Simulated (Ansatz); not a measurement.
The input, for Ansatz 0.2.0:

```yaml
crystal:
  periodic: [false, false, false]
  atoms:
    - {symbol: Al, position_ang: [0.000000, -0.665301, -1.332700]}
    - {symbol: P, position_ang: [0.000000, 1.159099, 0.000000]}
    - {symbol: Al, position_ang: [0.000000, -0.665301, 1.332700]}
basis:
  gaussian: {orbitals: cc-pVDZ}
magnetization: {spin_polarized: false, initial_magnetization: 1}
correlation: {active_space: {ras: {orbitals: [5, 1, 33], electrons: 11, max_holes: 2, max_particles: 2}, fixed_orbitals: true}}
scf: {lower_state_search: full}
```

```sh
$ ansatz run in.yaml --threads 1 --pin off --events-out ev --progress --plain --max-ram 2393MiB
```

The program prints:

```
556 factors; integrals over basis functions are off by at most 7.3e-4 eV
mean field evaluation 1: about -22434.6017 eV, gradient 1.8e1 eV
mean field evaluation 2: about -22434.8061 eV, gradient 1.8e1 eV
mean field evaluation 4: about -22436.5324 eV, gradient 1.3e0 eV
mean field evaluation 8: about -22436.5543 eV, gradient 2.9e-1 eV
mean field evaluation 16: about -22436.5615 eV, gradient 4.8e-1 eV
mean field evaluation 32: about -22436.2653 eV, gradient 1.3e0 eV
mean field evaluation 64: about -22436.1388 eV, gradient 3.8e-1 eV
mean field evaluation 96: about -22436.5828 eV, gradient 2.4e-1 eV
mean field evaluation 128: about -22436.5550 eV, gradient 6.5e-1 eV
mean field evaluation 160: about -22436.1053 eV, gradient 1.1e-4 eV
mean field evaluation 192: about -22436.5553 eV, gradient 4.8e-2 eV
mean field evaluation 224: about -22372.4682 eV, gradient 2.3e2 eV
mean field evaluation 256: about -22436.1046 eV, gradient 2.1e-1 eV
mean field evaluation 288: about -22436.5332 eV, gradient 1.1e0 eV
mean field evaluation 320: about -22435.7844 eV, gradient 1.8e0 eV
mean field evaluation 352: about -22389.3768 eV, gradient 1.2e2 eV
mean field evaluation 384: about -22436.5553 eV, gradient 5.2e-6 eV
mean field -22436.58408751 eV, -824.5292571529 hartree, gradient 4.3e-6 eV, S^2 0.750000; 25 other end points of the search recorded, 0 dependent functions left out
reference -22436.58408751 eV, -824.5292571529 hartree; 21, 20 occupied and 33, 34 virtual orbitals, 556 factors
state -22442.46462501 eV, -824.7453629203 hartree
Total energy: -22442.46462501 eV, -824.7453629203 hartree
```

Natural occupations: 1.9764 1.9501 1.9390 1.9388 1.9309 0.9964 0.0440 0.0403 0.0241 0.0237 0.0213 0.0169 0.0131 0.0128 0.0111 0.0094 0.0085 0.0067 0.0048 0.0044 0.0033 0.0032 0.0028 0.0027.

Ran on 1 thread of AMD EPYC, shared host: 19 s wall, 0.23 GiB peak host memory.
